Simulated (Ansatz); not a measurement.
C3H5NO can be A, `COC1=NC1`, or B, `N=CC1CO1`.

Gas-phase electronic energies from Ansatz, PBE0-D4/def2-TZVP geometries. CCSD(T)/CBS is the MP2 limit (def2-TZVPP, def2-QZVPP) plus CCSD(T) − MP2 in def2-TZVPP, frozen cores. Functionals use def2-TZVPP. One conformer a species, not always the lowest.

(1) Which isomer does CCSD(T)/CBS put lower? Give the gap. (Estimate.)

(2) Give E(B) − E(A) in kJ/mol with r2SCAN-D4, B2PLYP, BLYP-D4, CCSD(T)/def2-SVP, LDA (SPW92), CCSD/def2-TZVPP, PBE-D4. (Estimate.)

(3) Does the order hold for the free energy at 298.15 K (harmonic terms from PBE0-D4)? (Estimate.)

Largest T1 diagnostic: 0.013.

Results:

(1) Computed: B, by 55.3 kJ/mol.

(2) Computed: r2SCAN-D4 -49.9, B2PLYP -49.1, BLYP-D4 -47.3, CCSD(T)/def2-SVP -44.9, LDA (SPW92) -48.1, CCSD/def2-TZVPP -55.0, PBE-D4 -49.0. None reverses the order clearly.

(3) Ansatz gave: Yes: G(B) − G(A) = -52.0 kJ/mol, for one conformer each.

From BLYP to BHLYP (50 % exact exchange), in def2-TZVPP and without D4, E(B) − E(A) moves by −5.5 kJ/mol. Leaving LDA and LC-ωPBE aside and taking each functional with its dispersion term where it has one, the values, not all of them listed here, spread over 5.6 kJ/mol, from B97M-V to BLYP-D4.
